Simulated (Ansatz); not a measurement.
Prototype screening

Theory: DFT r2SCAN, scalar-relativistic, plane waves, PAW (Ansatz 0.2.0). Settings: cutoff 500 eV, Γ-centred meshes no coarser than 0.19 Å⁻¹ for metals and 0.3 Å⁻¹ for insulators (2π included), Gaussian smearing.

Each formula was placed on the sites of the named type and relaxed at zero pressure without lowering the symmetry. No run is spin-polarised. The smearing is 0.1 eV for metals and 0.01 to 0.02 eV otherwise. Formation energies are uncorrected and refer to the elements' standard structures at the same level (H₂ as a molecule).

For metals, differences of a few meV/atom aren't resolved. Spin–orbit coupling is left out.

| formula | started on type | final group | a or a / b (Å) | c (Å) | V (Å³/atom) | E over elements (eV/atom) | gap on mesh (eV) |
| --- | --- | --- | --- | --- | --- | --- | --- |
| Cd | simple cubic | Pm-3m | 2.94 | 2.94 | 25.5 | ? | 0.00 |
| SbS | CuPt (L1_1) | R-3m | ? | ? | ? | 0.08 | 0.00 |
| Cd | black phosphorus | Fmmm | 2.91 / 5.17 | 12.50 | 23.5 | 0.06 | 0.00 |
| Cd | trigonal selenium | R-3m | 4.78 | 3.39 | 22.4 | 0.08 | 0.00 |
| OsPd3 | Cu3Au (L1_2) | Pm-3m | ? | ? | ? | 0.37 | 0.00 |
| Nb2H3 | A-type sesquioxide | P-3m1 | 3.07 | 5.36 | 8.8 | -0.21 | 0.00 |
| Cd | indium (bct) | Fm-3m | 4.43 | 4.43 | 21.7 | 0.02 | 0.00 |

(1) E over elements (eV/atom) of Cd on the simple cubic type?

(2) Cell and volume of SbS on the CuPt (L1_1) type?

(3) Cell and volume of OsPd3 on the Cu3Au (L1_2) type?

Results:

(1) 0.16

(2) a = 3.69 Å, c = 11.60 Å, V = 22.8 Å³/atom

(3) a = 3.88 Å, c = 3.88 Å, V = 14.6 Å³/atom